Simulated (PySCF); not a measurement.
**How the functional moves excitation energies**

Species: C3H6S.
Structure used (PBE0-D3(BJ)/def2-SVP), in Å, numbered top down from 1:
```
atom  x, y, z in Å
C1     1.0697   -0.5930    0.3495
C2     0.1679    0.4349   -0.2742
C3    -1.2993    0.2409   -0.2929
S4    -0.7520    1.5603    0.8204
H5     0.5875   -1.0522    1.2252
H6     1.3096   -1.3865   -0.3786
H7     2.0160   -0.1408    0.6808
H8     0.5883    0.9458   -1.1494
H9    -1.7008   -0.6531    0.1976
H10   -1.8622    0.5671   -1.1740
```

Linear-response calculations in the def2-SVPD basis (PySCF; singlets by full response, triplets Tamm–Dancoff, core orbitals frozen in the response; HF means time-dependent Hartree–Fock). 'Strongest' is the level of largest summed f among the singlets computed (10 roots, of which the last may lack a degenerate partner); it can jump between rows when another state enters that window. S1 is the lowest singlet of each run and needn't be the same state throughout; f(S1) is that of one state. Isolated species at its PBE0-D3(BJ)/def2-SVP geometry, gas phase.

| functional | kind | S1 (eV) | f(S1) | strongest (eV) | T1 (eV) | HOMO (eV) | gap (eV) | ionisation energy, ΔSCF (eV) |
| --- | --- | --- | --- | --- | --- | --- | --- | --- |
| LDA | LDA | 4.61 | 0.000 | 7.14 | 4.27 | -5.41 | 4.44 | 8.96 |
| PBE | GGA | 4.63 | 0.000 | 7.13 | 4.22 | -5.32 | 4.49 | 8.76 |
| B3LYP | global hybrid, 20% exact exchange | 4.78 | 0.000 | 7.51 | 4.38 | -6.30 | 6.16 | 8.85 |
| BHandHLYP | global hybrid, 50% exact exchange | 5.04 | 0.000 | 8.39 | 4.60 | -7.63 | 8.57 | 8.70 |
| CAM-B3LYP | range-separated hybrid | 4.85 | 0.000 | 8.24 | 4.44 | -7.88 | 8.92 | 8.87 |
| wB97X-D | range-separated hybrid | 4.91 | 0.000 | 8.49 | 4.53 | -8.40 | 10.20 | 8.89 |
| LC-wPBE | range-separated hybrid | 4.96 | 0.000 | 7.94 | 4.47 | -9.29 | 11.37 | 8.91 |
| HF | Hartree–Fock | 5.40 | 0.000 | 8.57 | 4.88 | -9.35 | 11.95 | not settled |

Q: What does PBE0 (global hybrid, 25% exact exchange) give?

A: S1 (eV) 4.88, f(S1) 0.000, strongest (eV) 6.28, T1 (eV) 4.43, HOMO (eV) -6.53, gap (eV) 6.64, ionisation energy, ΔSCF (eV) 8.80. S1 runs from 4.61 eV (LDA) to 5.40 eV (HF), a spread of 0.79 eV, while the orbital gap spreads over 7.5 eV. Along PBE (0%), B3LYP (20%), PBE0 (25%), BHandHLYP (50%), HF (100%) S1 rises with the share of exact exchange. −ε(HOMO) comes closest to its own ΔSCF ionisation energy with LC-wPBE (+0.37 eV) and misses most with LDA (-3.56 eV). 'Not settled' means that the ion's SCF failed to converge or may have ended in another state than the lowest.
